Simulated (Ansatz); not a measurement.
The input, for Ansatz 0.2.0:

```yaml
crystal:
  periodic: [false, false, false]
  atoms:
    - {symbol: B, position_ang: [0.000000, 0.000000, 0.114060]}
    - {symbol: B, position_ang: [0.000000, 0.000000, -1.406367]}
    - {symbol: H, position_ang: [0.000000, 0.000000, 1.292307]}
basis:
  gaussian: {orbitals: 6-31G}
magnetization: {spin_polarized: true, initial_magnetization: 3}
correlation: {method: ccsd_t, electrons: valence}
accuracy: high
```

```sh
$ ansatz run in.yaml --threads 1 --pin off --events-out ev --progress --plain --max-ram 2393MiB
```

The program prints:

```
454 factors; integrals over basis functions are off by at most 3.3e-9 eV
mean field evaluation 1: about -1353.1280 eV, gradient 8.6e0 eV
mean field evaluation 2: about -1353.1368 eV, gradient 8.6e0 eV
mean field evaluation 4: about -1354.4824 eV, gradient 1.5e0 eV
mean field evaluation 8: about -1354.5557 eV, gradient 1.1e-1 eV
mean field evaluation 16: about -1354.1860 eV, gradient 3.8e0 eV
mean field -1354.55604582 eV, -49.7790165327 hartree, gradient 1.4e-8 eV, S^2 3.755455; 0 other end points of the search recorded, 0 dependent functions left out
2 core orbitals not correlated: weight in the atoms' cores, before any rotation towards them, 1.000 or more for the frozen orbitals, at most 0.000 for the correlated occupied ones
reference -1354.55604582 eV, -49.7790165327 hartree; 5, 2 occupied and 13, 16 virtual orbitals, 454 factors
second order -1.73333144 eV of doubles, -0.00000000 eV of singles
cycle   1  -2.09072696 eV  change   -3.6e-1 eV  update   5.3e-2
cycle   2  -2.25857957 eV  change   -1.7e-1 eV  update   2.5e-2
cycle   3  -2.27884901 eV  change   -2.0e-2 eV  update   9.4e-3
cycle   4  -2.28256851 eV  change   -3.7e-3 eV  update   3.2e-3
cycle   5  -2.28268556 eV  change   -1.2e-4 eV  update   1.0e-3
cycle   6  -2.28255128 eV  change    1.3e-4 eV  update   2.8e-4
cycle   7  -2.28269408 eV  change   -1.4e-4 eV  update   7.5e-5
cycle   8  -2.28265372 eV  change    4.0e-5 eV  update   2.3e-5
cycle   9  -2.28265052 eV  change    3.2e-6 eV  update   8.9e-6
cycle  10  -2.28265344 eV  change   -2.9e-6 eV  update   3.0e-6
cycle  11  -2.28265404 eV  change   -6.0e-7 eV  update   1.2e-6
cycle  12  -2.28265350 eV  change    5.4e-7 eV  update   4.2e-7
cycle  13  -2.28265344 eV  change    6.4e-8 eV  update   1.2e-7
cycle  14  -2.28265346 eV  change   -2.1e-8 eV  update   4.4e-8
cycle  15  -2.28265348 eV  change   -2.6e-8 eV  update   1.8e-8
cycle  16  -2.28265341 eV  change    7.4e-8 eV  update   6.5e-8
cycle  17  -2.28265341 eV  change    2.9e-9 eV  update   2.8e-8
cycle  18  -2.28265341 eV  change   -6.7e-9 eV  update   9.2e-9
cycle  19  -2.28265342 eV  change   -2.8e-9 eV  update   3.2e-9
cycle  20  -2.28265342 eV  change   3.9e-10 eV  update  9.6e-10
cycle  21  -2.28265342 eV  change   2.9e-10 eV  update  3.1e-10
perturbative correction -0.05274100 eV, -0.0019381961 hartree
Total energy: -1356.89144023 eV, -49.8648406945 hartree
```

Ran on 1 thread of Arm Neoverse V1, shared host: 0.36 s wall, 0.14 GiB peak host memory.
